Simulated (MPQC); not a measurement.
# SiH4S (Si(SH)H3): levels of theory compared

We compute a comparison of 5 runs (HF/STO-3G, HF/def2-SVP, B3LYP/6-31G, PBE0/def2-SVP, MP2/3-21G) of SiH4S (Si(SH)H3). 

The calculation is run with MPQC 2.3.1.

**1. The structure to begin with**

SiH4S has 6 atoms, charge 0, and is taken as a singlet. SMILES: `[H][Si]([H])([H])S`. The shape is that of a GFN2-xTB optimisation.

Bond lengths: Si1–S2 2.147 Å, S2–H3 1.325 Å, Si1–H4 1.452 Å, Si1–H5 1.457 Å, Si1–H6 1.458 Å. Angles: Si1–S2–H3 97.0°, S2–Si1–H4 103.2°, S2–Si1–H5 107.7°, S2–Si1–H6 107.7°, H4–Si1–H5 113.2°, H4–Si1–H6 113.1°, H5–Si1–H6 111.3°.

**2. Energy and gradient at HF/STO-3G (run 1)**

File job.in:

```
molecule<Molecule>: (
  symmetry = c1
  unit = angstrom
  { atoms geometry } = {
    Si [ 0.201210    -0.014540    -0.544580 ]
    S  [ 0.253720     0.019820     1.601470 ]
    H  [ -1.056810     0.059910     1.795240 ]
    H  [ 1.606010    -0.020690    -0.909950 ]
    H  [ -0.503230     1.180600    -0.990160 ]
    H  [ -0.500900    -1.225100    -0.952020 ]
  }
)
basis<GaussianBasisSet>: (
  name = "STO-3G"
  molecule = $:molecule
  basisdir = "."
  puream = yes
)
mpqc: (
  checkpoint = no
  savestate = no
  restart = no
  do_energy = yes
  do_gradient = yes
  optimize = no
  mole<CLHF>: (
    molecule = $:molecule
    basis = $:basis
    total_charge = 0
    memory = 1000000000
    print_evals = yes
    print_npa = yes
    maxiter = 120
    value_accuracy = 1e-08
    guess_wavefunction<ExtendedHuckelWfn>: (
      molecule = $:molecule
      total_charge = 0
      multiplicity = 1
      basis<GaussianBasisSet>: (
        name = "STO-3G"
        molecule = $:molecule
      )
    )
  )
)
```

The basis set STO-3G is read from a file made from the Basis Set Exchange's data (not shown).

Started as:

```bash
$ mpqc job.in > job.out
```

Output:

```text
MPQC: Massively Parallel Quantum Chemistry
[...]
  CLSCF::init: total charge = 0
[...]
  nbasis = 22
[...]
  iter     1 energy = -678.8204709945 delta = 4.99487e-01
[...]
  LUMO is    18   A =   0.412044
  total scf energy = -681.1124944368
[...]
Value of the MolecularEnergy: -681.1124944368
  Gradient of the MolecularEnergy:
      1    0.0030960870
      2   -0.0000644530
      3   -0.0225894406
      4   -0.0029171576
      5    0.0001609009
      6    0.0117405175
      7    0.0024098967
      8    0.0000449879
      9    0.0020883415
     10    0.0185851448
     11    0.0000385558
     12    0.0046443018
[...]
      symmetry = c1
[...]
```

Run time: 0.22 s. Hardware: 1 thread of Arm Neoverse V2, shared host.

**3. Energy and gradient at HF/def2-SVP (run 2)**

File input.in:

```
% emacs should use -*- KeyVal -*- mode
molecule<Molecule>: (
    symmetry = c1
    unit = angstrom
    { atoms geometry } = {
        Si [ 0.201210 -0.014540 -0.544580 ]
        S  [ 0.253720 0.019820 1.601470 ]
        H  [ -1.056810 0.059910 1.795240 ]
        H  [ 1.606010 -0.020690 -0.909950 ]
        H  [ -0.503230 1.180600 -0.990160 ]
        H  [ -0.500900 -1.225100 -0.952020 ]
    }
)
basis<GaussianBasisSet>: (
    name = "def2-SVP"
    molecule = $:molecule
    basisdir = "."
    puream = yes
)
mpqc: (
    checkpoint = no
    savestate = no
    restart = no
    do_energy = yes
    do_gradient = yes
    optimize = no
    mole<CLHF>: (
        molecule = $:molecule
        basis = $:basis
        total_charge = 0
        memory = 1000000000
        print_evals = yes
        print_npa = yes
        maxiter = 120
        value_accuracy = 1e-08
        guess_wavefunction<CLHF>: (
            molecule = $:molecule
            total_charge = 0
            memory = 1000000000
            value_accuracy = 1e-3
            basis<GaussianBasisSet>: (
                name = "STO-3G"
                molecule = $:molecule
            )
        )
    )
)
```

The basis set def2-SVP is read from a file made from the Basis Set Exchange's data (not shown).

Started as:

```bash
$ mpqc input.in > input.out
```

Output:

```text
MPQC: Massively Parallel Quantum Chemistry
[...]
  LUMO is    18   A =   0.139989
  total scf energy = -688.5920350803
[...]
Value of the MolecularEnergy: -688.5920350803
  Gradient of the MolecularEnergy:
      1    0.0040620234
      2    0.0000574352
      3   -0.0166339871
      4   -0.0077047122
      5   -0.0001480162
      6   -0.0068023763
      7    0.0062952771
      8   -0.0000876125
      9   -0.0006750919
     10   -0.0081952710
     11    0.0001262695
     12    0.0072529110
[...]
      symmetry = c1
[...]
```

It took 3.6 s on 1 thread of Arm Neoverse V2, shared host; peak memory 0.18 GiB.

Runs 3 to 4 aren't shown in full; the table further down has their settings and results.

**4. Energy and forces at MP2/3-21G (run 5)**

File input.in:

```
% emacs should use -*- KeyVal -*- mode
molecule<Molecule>: (
   symmetry = c1
   unit = angstrom
   { atoms geometry } = {
      Si [ 0.201210    -0.014540    -0.544580 ]
      S  [ 0.253720     0.019820     1.601470 ]
      H  [ -1.056810     0.059910     1.795240 ]
      H  [ 1.606010    -0.020690    -0.909950 ]
      H  [ -0.503230     1.180600    -0.990160 ]
      H  [ -0.500900    -1.225100    -0.952020 ]
   }
)
basis<GaussianBasisSet>: (
   name = "3-21G"
   molecule = $:molecule
   basisdir = "."
   puream = yes
)
mpqc: (
   checkpoint = no
   savestate = no
   restart = no
   do_energy = yes
   do_gradient = yes
   optimize = no
   mole<MBPT2>: (
      molecule = $:molecule
      basis = $:basis
      memory = 1000000000
      method = mp
      nfzc = 10
      reference<CLHF>: (
         molecule = $:molecule
         basis = $:basis
         total_charge = 0
         memory = 1000000000
         print_evals = yes
         maxiter = 120
         value_accuracy = 1e-08
         guess_wavefunction<CLHF>: (
            molecule = $:molecule
            total_charge = 0
            memory = 1000000000
            value_accuracy = 1e-3
            basis<GaussianBasisSet>: (
               name = "3-21G"
               molecule = $:molecule
            )
         )
      )
   )
)
```

The basis set 3-21G is read from a file made from the Basis Set Exchange's data (not shown).

Started as:

```bash
$ mpqc input.in > input.out
```

Output:

```text
MPQC: Massively Parallel Quantum Chemistry
[...]
  LUMO is    18   A =   0.117416
  total scf energy = -685.2715162882
[...]
  MP2 correlation energy [au]:         -0.111629766399
  MP2 energy [au]:                   -685.383146054592
[...]
Value of the MolecularEnergy: -685.3831460546
  Gradient of the MolecularEnergy:
      1    0.0015863464
      2    0.0006173918
      3    0.0137953024
      4   -0.0221833340
      5   -0.0001953387
      6   -0.0340690200
      7    0.0223264115
      8   -0.0006481915
      9   -0.0074184687
     10   -0.0135026427
     11    0.0001275505
     12    0.0078158700
[...]
        symmetry = c1
[...]
```

Wall time 1.8 s (1 thread of Arm Neoverse V2, shared host).

**5. All runs side by side**

```csv
run,level,starting guess,integration grid,energy (Eh),HOMO energy (eV),LUMO energy (eV),HOMO–LUMO gap (eV),wall time
1,HF/STO-3G,huckel STO-3G,–,-681.112494,-6.89,11.21,18.11,0.22 s
2,HF/def2-SVP,STO-3G,–,-688.592035,-10.09,3.81,13.90,3.6 s
3,B3LYP/6-31G,STO-2G,xfine,-690.032337,-6.97,-0.18,6.79,9.3 s
4,PBE0/def2-SVP,STO-3G,xfine,-689.615129,-7.20,0.44,7.64,26 s
5,MP2/3-21G,3-21G,–,-685.383146,-10.28,3.20,13.48,1.8 s
```

**6. Outcome**

| quantity | value |
| --- | --- |
| run 5: total energy | -685.38315 Eh |
| run 5: HOMO energy (Hartree–Fock orbitals) | -10.28 eV |
| run 5: LUMO energy (Hartree–Fock orbitals) | 3.20 eV |
| run 5: HOMO–LUMO gap (Hartree–Fock orbitals) | 13.48 eV |
| run 5: correlation energy (10 core orbitals frozen) | -111.6 mEh |
| run 5: largest force on an atom | 2.091 eV/Å |

In words: Over runs 1, 2, 3, 4 the HOMO–LUMO gap runs from 6.79 eV (B3LYP/6-31G) to 18.11 eV (HF/STO-3G). The two ends differ in method and basis. Totals of different functionals can't be ranked against each other. In run 1 the basis is minimal, so the values are rough. All runs together took 41 s, the longest 26 s.
